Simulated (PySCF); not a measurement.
**Question.** What does the GFN2-xTB structure of `C1(=O)[C@H](C)CC1` look like in three dimensions?

**Answer.** 
Z-matrix in Å and degrees, rows numbered from 1:
```
C 
C   1  1.5210
C   2  1.5452  1  117.35
C   3  1.5396  2   90.34  1  -121.50
C   4  1.5137  3   88.81  2     3.46
O   5  1.1961  2  133.81  1   -55.04
H   1  1.0880  2  110.39  3   -70.29
H   1  1.0879  2  110.40  3    49.92
H   1  1.0873  2  110.02  3   169.56
H   2  1.0925  1  109.64  3   131.03
H   3  1.0873  2  114.95  1   120.63
H   3  1.0875  2  113.12  1    -5.47
H   4  1.0885  3  116.32  2   120.09
H   4  1.0886  3  115.18  2  -111.63
```

The 4-membered ring C2–C3–C4–C5 has internal angles of 88.4° to 92.3° (sum 360°, against 360° for a flat polygon); it is almost planar, 0.02 Å rms from its mean plane, widest ring torsion 4°. The 5 C–C bonds span 1.514 Å (C4–C5, drawn single) to 1.545 Å (C2–C3, drawn single), a spread of 0.031 Å.

The geometry is computed with GFN2-xTB (gas phase).

Point group: C1 (no symmetry element, even within 0.4 Å). Whether it is a minimum is left open (no frequencies).
